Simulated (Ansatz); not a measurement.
# C2H2F2 (vinylidene fluoride) at 6 levels

We compute a comparison of 6 runs (HF/3-21G, HF/def2-SVP, B3LYP/6-31G*, PBE0/def2-SVP, wB97X/6-31+G*) of C2H2F2 (vinylidene fluoride). 

Program for the calculation: Ansatz 0.2.0.

4 further runs of the same task are left out: 1 for a known fault of the program, 1 that didn't finish, 2 set aside as unsound or not needed.

### Step 1. The molecule

The species is C2H2F2 (6 atoms), meant as a singlet with charge 0. SMILES: `C=C(F)F`. The shape is that of a PBE0-D4/def2-TZVP optimisation.

Bond lengths: C1–C2 1.315 Å, C2–F3 1.313 Å, C2–F4 1.313 Å, C1–H5 1.079 Å, C1–H6 1.079 Å. Angles: C1–C2–F3 125.2°, C1–C2–F4 125.2°, F3–C2–F4 109.6°, C2–C1–H5 119.7°, C2–C1–H6 119.7°, H5–C1–H6 120.6°.

### Step 2. Energy and gradient at HF/3-21G (run 1)

Contents of in.yaml:

```yaml
crystal:
  periodic: [false, false, false]
  atoms:
    - {symbol: C, position_ang: [-0.115900, 0.471000, -0.544400]}
    - {symbol: C, position_ang: [0.105000, -0.394600, 0.420100]}
    - {symbol: F, position_ang: [-0.454900, -0.363600, 1.607600]}
    - {symbol: F, position_ang: [0.919200, -1.422100, 0.343000]}
    - {symbol: H, position_ang: [0.394200, 0.360600, -1.488400]}
    - {symbol: H, position_ang: [-0.805600, 1.284800, -0.384200]}
basis:
  gaussian: {orbitals: 3-21G.json}
hamiltonian: {xc: hf}
accuracy: high
output: {forces: true, orbitals: {seedname: orbitals}}
```

The basis set 3-21G is read from a file made from the Basis Set Exchange's data (not shown).

The run is started by

```console
$ ansatz run in.yaml --threads 1 --pin off --max-ram 2610MiB --events-out events.jsonl --progress --plain --runs-dir runs
```

The program printed:

```text
Warning: RAYON_NUM_THREADS=1 ignored (pool sized by the plan → 1); use --threads N
Functional definition: HF
  name "HF"
  exchange = exact_x
  correlation = 0
859 factors; integrals over basis functions are off by at most 6.6e-9 eV
mean field evaluation 1: about -7460.2413 eV, gradient 3.1e1 eV
mean field evaluation 2: about -7460.2422 eV, gradient 3.1e1 eV
mean field evaluation 4: about -7462.5869 eV, gradient 2.2e0 eV
mean field evaluation 8: about -7462.6137 eV, gradient 2.3e-1 eV
mean field -7462.61391638 eV, -274.2460030854 hartree, gradient 3.8e-8 eV, S^2 0.000000; 0 other end points of the search recorded, 0 dependent functions left out
the calculation of the forces begins
reference -7462.61391638 eV, -274.2460030854 hartree; 16, 16 occupied and 24, 24 virtual orbitals, 859 factors
Total energy: -7462.61391638 eV, -274.2460030854 hartree
Atom 0 at    -0.115900     0.471000    -0.544400 Å, force     0.112715    -0.445171     0.496912 eV/Å
Atom 1 at     0.105000    -0.394600     0.420100 Å, force    -0.397240     1.556950    -1.734793 eV/Å
Atom 2 at    -0.454900    -0.363600     1.607600 Å, force    -0.523686     0.069686     1.042320 eV/Å
Atom 3 at     0.919200    -1.422100     0.343000 Å, force     0.735384    -0.899888    -0.116857 eV/Å
Atom 4 at     0.394200     0.360600    -1.488400 Å, force    -0.243503     0.075044     0.413411 eV/Å
Atom 5 at    -0.805600     1.284800    -0.384200 Å, force     0.316329    -0.356621    -0.100993 eV/Å
Dipole moment:    -0.057372     0.224751    -0.250458 e Å
```

Wall time 0.4 s (1 thread of Arm Neoverse V2, shared host).

### Step 3. Energy and forces at HF/def2-SVP (run 2)

Contents of input.yaml:

```yaml
crystal:
  periodic: [false, false, false]
  atoms:
    - {symbol: C, position_ang: [-0.115900, 0.471000, -0.544400]}
    - {symbol: C, position_ang: [0.105000, -0.394600, 0.420100]}
    - {symbol: F, position_ang: [-0.454900, -0.363600, 1.607600]}
    - {symbol: F, position_ang: [0.919200, -1.422100, 0.343000]}
    - {symbol: H, position_ang: [0.394200, 0.360600, -1.488400]}
    - {symbol: H, position_ang: [-0.805600, 1.284800, -0.384200]}
basis:
  gaussian: {orbitals: def2-SVP}
hamiltonian: {xc: hf}
output: {forces: true, orbitals: {seedname: orbitals}}
accuracy: high
```

The run is started by

```console
$ ansatz run input.yaml --threads 1 --pin off --max-ram 2610MiB --events-out events.jsonl --progress --plain --runs-dir runs
```

The program printed, cut to the lines that bear on the results:

```text
Warning: RAYON_NUM_THREADS=1 ignored (pool sized by the plan → 1); use --threads N
[... 2 set-up lines as earlier in the session ...]
[...]
1466 factors; integrals over basis functions are off by at most 3.4e-9 eV
[...]
mean field -7497.39615746 eV, -275.5242268691 hartree, gradient 2.8e-8 eV, S^2 0.000000; 0 other end points of the search recorded, 0 dependent functions left out
[...]
reference -7497.39615746 eV, -275.5242268691 hartree; 16, 16 occupied and 50, 50 virtual orbitals, 1466 factors
Total energy: -7497.39615746 eV, -275.5242268691 hartree
Atom 0 at    -0.115900     0.471000    -0.544400 Å, force     0.092919    -0.367514     0.410587 eV/Å
Atom 1 at     0.105000    -0.394600     0.420100 Å, force     0.088795    -0.347816     0.387730 eV/Å
Atom 2 at    -0.454900    -0.363600     1.607600 Å, force     0.443847    -0.046667    -0.904297 eV/Å
Atom 3 at     0.919200    -1.422100     0.343000 Å, force    -0.631640     0.782089     0.085095 eV/Å
Atom 4 at     0.394200     0.360600    -1.488400 Å, force    -0.004925    -0.003685     0.017345 eV/Å
Atom 5 at    -0.805600     1.284800    -0.384200 Å, force     0.011005    -0.016406     0.003539 eV/Å
Dipole moment:    -0.051188     0.200530    -0.223462 e Å
```

Wall time 1.4 s (1 thread of Arm Neoverse V2, shared host).

Runs 3 to 5 aren't shown in full; the table further down has their settings and results.

### Step 4. Energy and forces at wB97X/6-31+G(d) (spherical functions) (run 6)

Contents of molecule.yaml:

```yaml
crystal:
  periodic: [false, false, false]
  atoms:
    - symbol: C
      position_ang: [-0.115900, 0.471000, -0.544400]
    - symbol: C
      position_ang: [0.105000, -0.394600, 0.420100]
    - symbol: F
      position_ang: [-0.454900, -0.363600, 1.607600]
    - symbol: F
      position_ang: [0.919200, -1.422100, 0.343000]
    - symbol: H
      position_ang: [0.394200, 0.360600, -1.488400]
    - symbol: H
      position_ang: [-0.805600, 1.284800, -0.384200]
basis:
  gaussian: {orbitals: 6-31+G_st_-spherical.json}
hamiltonian: {xc: {name: wB97X}}
accuracy: high
output: {forces: true, orbitals: {seedname: orbitals}}
```

The basis set 6-31+G* is read from a file made from the Basis Set Exchange's data (not shown).

The run is started by

```console
$ ansatz run molecule.yaml --threads 1 --pin off --max-ram 2610MiB --events-out events.jsonl --progress --plain --runs-dir runs
```

The program printed:

```text
Warning: RAYON_NUM_THREADS=1 ignored (pool sized by the plan → 1); use --threads N
[... 30 lines left out ...]
Total energy: -7537.83540000 eV, -277.0103416218 hartree
[... 6 lines left out ...]
Dipole moment:    -0.047172     0.184790    -0.205923 e Å
```

Wall time 17 s (1 thread of Arm Neoverse V2, shared host); peak memory 0.36 GiB.

### Step 5. Overview of the runs

```csv
run,level,Cartesian functions,energy (Eh),dipole moment (D),HOMO energy (eV),LUMO energy (eV),wall time
1,HF/3-21G,no,-274.246003,1.64,-10.67,5.08,0.4 s
2,HF/def2-SVP,no,-275.524227,1.46,-10.74,4.91,1.4 s
3,B3LYP/6-31G* (spherical functions),no,-277.054944,0.95,-7.09,0.89,3.6 s
4,B3LYP/6-31G* (Cartesian functions),yes,-277.058265,0.95,-7.10,0.89,3.6 s
5,PBE0/def2-SVP,no,-276.574744,1.07,-7.67,0.76,3.3 s
6,wB97X/6-31+G* (spherical functions),no,-277.010342,1.35,-10.22,2.25,17 s
```

### Step 6. Outcome

| quantity | value |
| --- | --- |
| run 6: total energy | -277.01034 Eh |
| run 6: dipole moment | 1.35 D |
| run 6: HOMO energy | -10.22 eV |
| run 6: LUMO energy | 2.25 eV |
| run 6: HOMO–LUMO gap | 12.47 eV |
| run 6: largest force on an atom | 0.688 eV/Å |

In words: The dipole moment (its size) runs from 0.95 D (B3LYP/6-31G*) to 1.64 D (HF/3-21G). The two ends differ in method and basis. The HOMO–LUMO gap runs from 7.99 eV (B3LYP/6-31G*) to 15.75 eV (HF/3-21G). Totals of different functionals can't be ranked against each other. All runs together took 29 s, the longest 17 s.
